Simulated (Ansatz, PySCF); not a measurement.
Breaking the N2–H3 bond in hydrogen isocyanide (SMILES [C-]#[NH+]) (multiplicity 1 held, fragments rigid). Energies count from the point at 0.997 Å.
Geometry at that point (charge 0, multiplicity 1):
```json
[
 {"atom": "C", "x (Å)": "0.0000", "y (Å)": "0.0000", "z (Å)": "-0.7364"},
 {"atom": "N", "x (Å)": "0.0000", "y (Å)": "0.0000", "z (Å)": "0.4276"},
 {"atom": "H", "x (Å)": "0.0000", "y (Å)": "0.0000", "z (Å)": "1.4251"}
]
```

U- levels take the lowest unrestricted solution at each point, which mixes spins at long bonds. Left out are points that failed, MP2 points that dive below the minimum, coupled-cluster points behind a jump of the amplitudes or a sharp parting from full CI or MRCI, small-basis points behind a change of solution, and semi-empirical points at long bonds. Curves can end on different states.

Rows in 6-31G* carry no dispersion term and start afresh at each structure (6-31G* with six Cartesian d functions). MP2/6-31G* freezes PySCF's default core.

Programs: Ansatz (a first-principles code) with Gaussian orbitals; PySCF for 6-31G* rows. Values without a source in brackets are computed.

Energies in kcal/mol.

```json
[
 {"R (Å)": "0.798", "U-HF/cc-pVTZ": "32.6", "R-BP86/6-31G*": "39.2", "U-B3LYP/cc-pVTZ": "35.2", "R-MP2/6-31G*": "38.5"},
 {"R (Å)": "0.898", "U-HF/cc-pVTZ": "5.3", "R-BP86/6-31G*": "8.5", "U-B3LYP/cc-pVTZ": "6.9", "R-MP2/6-31G*": "7.9"},
 {"R (Å)": "0.997", "U-HF/cc-pVTZ": "0.0", "R-BP86/6-31G*": "0.0", "U-B3LYP/cc-pVTZ": "0.0", "R-MP2/6-31G*": "0.0"},
 {"R (Å)": "1.097", "U-HF/cc-pVTZ": "6.6", "R-BP86/6-31G*": "3.4", "U-B3LYP/cc-pVTZ": "4.7", "R-MP2/6-31G*": "4.4"},
 {"R (Å)": "1.197", "U-HF/cc-pVTZ": "19.4", "R-BP86/6-31G*": "12.9", "U-B3LYP/cc-pVTZ": "15.3", "R-MP2/6-31G*": "15.1"},
 {"R (Å)": "1.347", "U-HF/cc-pVTZ": "43.7", "R-BP86/6-31G*": "31.3", "U-B3LYP/cc-pVTZ": "35.6", "R-MP2/6-31G*": "35.9"},
 {"R (Å)": "1.496", "U-HF/cc-pVTZ": "69.2", "R-BP86/6-31G*": "49.8", "U-B3LYP/cc-pVTZ": "56.7", "R-MP2/6-31G*": "57.4"},
 {"R (Å)": "1.746", "U-HF/cc-pVTZ": "102.9", "R-BP86/6-31G*": "75.7", "U-B3LYP/cc-pVTZ": "86.9", "R-MP2/6-31G*": "88.8"},
 {"R (Å)": "1.995", "U-HF/cc-pVTZ": "105.5", "R-BP86/6-31G*": "94.8", "U-B3LYP/cc-pVTZ": "104.4", "R-MP2/6-31G*": "112.5"},
 {"R (Å)": "2.294", "U-HF/cc-pVTZ": "101.7", "R-BP86/6-31G*": "111.1", "U-B3LYP/cc-pVTZ": "113.2", "R-MP2/6-31G*": "130.5"},
 {"R (Å)": "2.693", "U-HF/cc-pVTZ": "99.7", "R-BP86/6-31G*": "left out", "U-B3LYP/cc-pVTZ": "117.4", "R-MP2/6-31G*": "139.5"},
 {"R (Å)": "3.192", "U-HF/cc-pVTZ": "99.1", "R-BP86/6-31G*": "left out", "U-B3LYP/cc-pVTZ": "119.1", "R-MP2/6-31G*": "134.1"}
]
```

Doubts at one or more of the structures used: a spin-contaminated determinant (U-HF/cc-pVTZ, U-B3LYP/cc-pVTZ); a restricted determinant that unrestricted orbitals would lower (R-BP86/6-31G*, R-MP2/6-31G*).
